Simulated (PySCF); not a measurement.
Coordinates in bohr (charge 0 multiplicity 1):
```
S     0.0381   -1.0422    0.0000
S     2.3979    1.6043    0.0000
F    -2.0485   -0.4726   -2.2540
F    -2.0485   -0.4726    2.2540
```

Level of theory: PBE/[S def2-TZVP, F def2-TZVP], no relativity, density fitting, PySCF.

This geometry of S₂F₂ is a stationary point at this level.

(1) What is the point group?

(2) Is it a minimum?

(3) List the harmonic modes with their infrared intensities.

(4) Give the atomic charges and bond orders.

## Answers

(1) Cs.

(2) Yes: all harmonic wavenumbers are real.

(3) 
```tsv
symmetry	ω (cm⁻¹)	IR (km/mol)	type
a''	252	0.0	bend
a'	300	5.0	bend
a'	370	6.5	bend
a''	626	148	stretch
a'	667	150	stretch
a'	739	180	stretch
```

(4) 
```json
{"atom": "S1", "Mulliken": "0.47", "Löwdin": "0.33", "polar tensor": "1.50", "Mayer order to S1": "–"}
{"atom": "S2", "Mulliken": "-0.11", "Löwdin": "-0.03", "polar tensor": "-0.33", "Mayer order to S1": "2.07"}
{"atom": "F3,4", "Mulliken": "-0.18", "Löwdin": "-0.15", "polar tensor": "-0.59", "Mayer order to S1": "0.96"}
```

Other isomers or separated fragments may lie lower.
